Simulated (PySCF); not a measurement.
Species: F2H2P2.
Atom-mapped SMILES: `[F:1][P:2]([F:3])[PH2:4]` (hydrogens: H5, H6 on P4)

Method used: EOM-EE-CCSD/aug-cc-pVDZ in PySCF, restricted Hartree–Fock reference, frozen core, non-relativistic, gas phase, PBE0-D3(BJ)/def2-SVP geometry.

What does EOM-EE-CCSD give for the lowest vertical excitations?

```
    state  E (eV)   cm⁻¹  main singles (HF orbitals, share of the singles part)
singlet 1    5.38  43390   HOMO→LUMO+3 42 %, HOMO→LUMO+9 31 %, HOMO→LUMO+2 16 %
singlet 2    6.03  48640      HOMO→LUMO+1 56 %, HOMO→LUMO+8 12 %, HOMO→LUMO 8 %
singlet 3    6.39  51540    HOMO→LUMO 55 %, HOMO→LUMO+4 14 %, HOMO→LUMO+10 10 %
singlet 4    6.74  54360  HOMO→LUMO+6 35 %, HOMO→LUMO+11 30 %, HOMO→LUMO+2 28 %
triplet 1    4.30  34680    HOMO→LUMO+1 38 %, HOMO→LUMO+8 38 %, HOMO→LUMO+4 8 %
triplet 2    4.56  36780   HOMO→LUMO+3 34 %, HOMO→LUMO+9 31 %, HOMO→LUMO+2 15 %
```

What is the vertical gap between the lowest excited singlet and the lowest triplet?

5.38 − 4.30 = 1.08 eV (104 kJ/mol).

The first EOM-IP-CCSD ionisation energy is 9.58 eV, 2.84 eV above the highest singlet listed and 4.20 eV above the lowest.

T1 diagnostic 0.017. EOM-CCSD puts states of mainly double-excitation character too high. An iterative search for so few roots can pass over a low state.

Shape of the structure used: `[F:1][P:2]([F:3])[PH2:4]`: H–P4–P2–F1 174°, H–P4–P2–F1 81°.

One conformer stands for the species.
